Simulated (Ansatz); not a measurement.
## Heating and cooling a random packing of HfSi$_{3}$

A packing of 20 atoms, thrown in at random and pushed apart as soft spheres with like charges further apart (5 Hf, 15 Si) went through Langevin stages in a fixed cell of 16.89 Å³/atom, at one k point, without spin and with a Fermi–Dirac width of kT (0.05 eV at least). Computed with Ansatz, DFT PBE, scalar-relativistic, plane waves, PAW.

```csv
thermostat (K),duration (fs),friction (1/fs),cutoff (eV),mean T (K),mean P (GPa),mean square displacement (Å²)
2740,72,0.030,320,2558,11.9,0.32
2740,522,0.030,420,2435,10.3,1.31
1970,474,0.030,420,1883,9.7,1.20
1100,528,0.030,420,1033,5.4,0.39
300,750,0.030,420,319,2.1,0.23
```

Means run over the second half of a stage; pressure includes the kinetic part; displacements count from the stage's start, the atoms' common shift taken off. In so short a run the atoms moved about a bond length or less in the hot stages, so this is an annealed packing, not a quenched equilibrium liquid.

Cell and atoms were then relaxed on coarser meshes and computed once more: Plane waves to 420 eV, a k mesh through Γ of 5×5×5 on the computed 20-atom cell and Gaussian smearing (0.10 eV); no spin polarisation.

Question: What structure is left?

Answer: One draw of many: 16.90 Å³/atom with no gap on the mesh, 0.10 eV/atom below the elements' standard states (static lattices, no corrections for gases) (a random packing after short dynamics, relaxed).

Counting as bonded all pairs within 1.2 times the summed covalent radii:

| atom → neighbour | mean count | mean length (Å) | spread (Å) |
| --- | --- | --- | --- |
| Hf → Hf | 4.80 | 3.58 | 0.22 |
| Hf → Si | 9.00 | 2.81 | 0.16 |
| Si → Hf | 3.00 | 2.81 | 0.16 |
| Si → Si | 2.93 | 2.51 | 0.07 |

Angles between all pairs of such bonds at an atom (mean ± spread): 95 ± 35° at Hf, 100 ± 30° at Si.

```
CELL_PARAMETERS angstrom
7.02719 -0.06729 -0.44027
-0.06461 6.80639 0.12497
-0.45328 0.12412 7.09592
ATOMIC_POSITIONS crystal
Si 0.99667 0.04866 0.91570
Si 0.56655 0.32763 0.93673
Si 0.91132 0.69651 0.37840
Si 0.56797 0.13112 0.47083
Si 0.46080 0.64024 0.62831
Si 0.75611 0.43537 0.68262
Si 0.37361 0.02325 0.91384
Si 0.19309 0.47318 0.44490
Si 0.99112 0.76050 0.70570
Si 0.40413 0.81511 0.30160
Si 0.28054 0.96433 0.58562
Si 0.46448 0.67165 0.96930
Si 0.16356 0.37567 0.80929
Si 0.89338 0.33901 0.15419
Si 0.69223 0.92970 0.75231
Hf 0.10289 0.65983 0.07256
Hf 0.71069 0.98306 0.14754
Hf 0.58173 0.48400 0.29816
Hf 0.94484 0.15671 0.52749
Hf 0.23612 0.15663 0.22863
```

The final mesh leaves forces up to 0.33 eV/Å and stresses up to 1.0 GPa: the relaxation ran on a coarser mesh, so the cell's shape, its bonds and its energy belong partly to that mesh.

Spin-orbit coupling is left out, which matters for the bands of heavy elements.

Cost: 6 runs of about 42 core-minutes in all (earlier runs that led there not counted), on AMD EPYC 9R14 (Zen 4) (shared hosts).